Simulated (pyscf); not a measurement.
`[NH2][SiH3]` + `[SiH4]` → `[NH2][SiH3]` + `[SiH4]` (four-centre exchange; singlet surface; N–Si, H–Si broken, N–Si, H–Si formed). Optimised with ωB97X-D3(BJ)/def2-SVP in PySCF. Correlated levels are frozen-core, on RHF or UHF. ΔMP2 is the change of the MP2 total energy from the triple- to the quadruple-zeta basis. Energies in kJ/mol from the separated reactants.

```csv
level,barrier,reaction energy
r²SCAN/def2-TZVP,108.1,0.0
B3LYP-D3(BJ)/def2-TZVP,121.6,0.0
M06-2X/def2-TZVP,118.9,0.0
ωB97M-D3(BJ)/def2-TZVP,118.0,0.0
HF/def2-TZVP,190.8,0.0
CCSD/def2-TZVPP,134.7,0.0
CCSD(T)/def2-TZVPP + ΔMP2(QZVPP),(withheld),0.0
```

Question: Complete the blanks.

Answer: 
- CCSD(T)/def2-TZVPP + ΔMP2(QZVPP), barrier: 124.6

Of the functionals in the table, B3LYP-D3(BJ) is closest to CCSD(T)/def2-TZVPP + ΔMP2(QZVPP) in the barrier (2.9 kJ/mol apart) and r²SCAN least close (16.5 kJ/mol); that level has limits of its own. This is the saddle that the search found; another between the same sides may lie lower. The CCSD(T) − MP2 part came from Ansatz, without density fitting, on the same reference.
